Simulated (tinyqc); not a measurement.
Worked calculation: ROHF in the sto-3g basis, for H2O, spin multiplicity 3. One step of it, computed by the program tinyqc.

Question. Iteration 1: Roothaan effective Fock matrix. With projectors Pc = D(beta) S, Po = (D(alpha) - D(beta)) S, Pv = 1 - D(alpha) S, the block xy is Px^T F Py; with Fc = (F(alpha) + F(beta))/2, the blocks are Fc for cc, oo, vv and cv, F(beta) for co and F(alpha) for ov.

F(alpha) (hartree), lower triangle:
```
             1O 1s      1O 2s     1O 2px     1O 2py     1O 2pz      2H 1s      3H 1s
1O 1s   -22.426586
1O 2s    -5.632679  -3.096292
1O 2px    0.138952   0.085393  -1.025538
1O 2py    0.261499  -0.001065   0.141576  -0.853899
1O 2pz   -0.052103   0.059171  -0.061067  -0.057365  -1.124519
2H 1s    -1.031337  -0.913692  -0.003724  -0.362971  -0.267513  -0.460191
3H 1s    -1.026974  -0.989231   0.014956   0.368865  -0.333842  -0.347978  -0.714142
```

F(beta) (hartree), lower triangle:
```
             1O 1s      1O 2s     1O 2px     1O 2py     1O 2pz      2H 1s      3H 1s
1O 1s   -20.875508
1O 2s    -5.057037  -2.535526
1O 2px   -0.046792  -0.176029  -0.735602
1O 2py    0.096487  -0.078071   0.084369  -0.544475
1O 2pz   -0.076641  -0.107376   0.134233  -0.258473  -0.672532
2H 1s    -1.023219  -0.871221  -0.018868  -0.316996  -0.282189  -0.330753
3H 1s    -0.818836  -0.783547   0.026641   0.142234  -0.143247  -0.342284  -0.294431
```

D(alpha) at the start, lower triangle:
```
            1O 1s      1O 2s     1O 2px     1O 2py     1O 2pz     2H 1s     3H 1s
1O 1s    0.908509
1O 2s   -0.164816   1.374366
1O 2px  -0.125597   0.116742   0.901036
1O 2py  -0.342705   0.318544  -0.270035   0.477017
1O 2pz   0.048005   0.181343   0.065880   0.179761   1.104381
2H 1s    0.245408  -0.697551   0.135086  -0.043231  -0.397892  1.248556
3H 1s   -0.123203  -0.354927  -0.155362  -0.012093  -0.204543  0.058734  1.189050
```

D(beta) at the start, lower triangle:
```
            1O 1s      1O 2s     1O 2px     1O 2py     1O 2pz     2H 1s     3H 1s
1O 1s    0.671660
1O 2s   -0.417305   0.817642
1O 2px  -0.032133   0.430659   0.704478
1O 2py  -0.269143   0.270480  -0.204811   0.398535
1O 2pz  -0.005089   0.407937  -0.124197   0.320815   0.813583
2H 1s    0.523032  -0.393071   0.019181  -0.125708  -0.344052  0.922886
3H 1s   -0.288768  -0.263890  -0.289386   0.157005  -0.505130  0.244871  0.824413
```

overlap S, lower triangle:
```
           1O 1s     1O 2s    1O 2px     1O 2py    1O 2pz     2H 1s     3H 1s
1O 1s   1.000000
1O 2s   0.236704  1.000000
1O 2px  0.000000  0.000000  1.000000
1O 2py  0.000000  0.000000  0.000000   1.000000
1O 2pz  0.000000  0.000000  0.000000   0.000000  1.000000
2H 1s   0.041751  0.406911  0.000000   0.259619  0.240671  1.000000
3H 1s   0.041751  0.406911  0.000000  -0.259619  0.240671  0.234792  1.000000
```

Give: effective F.

Answer.

effective F (hartree), lower triangle:
```
           1O 1s    1O 2s   1O 2px   1O 2py   1O 2pz    2H 1s    3H 1s
1O 1s   -21.4212
1O 2s    -5.2266  -2.7890
1O 2px   -0.0051  -0.0671  -0.8595
1O 2py    0.0967  -0.0558   0.1178  -0.6886
1O 2pz   -0.0288  -0.0004   0.0377  -0.1751  -0.8945
2H 1s    -0.9734  -0.7903  -0.0607  -0.3804  -0.3145  -0.4840
3H 1s    -0.8631  -0.9048   0.0252   0.2774  -0.2286  -0.2708  -0.5790
```
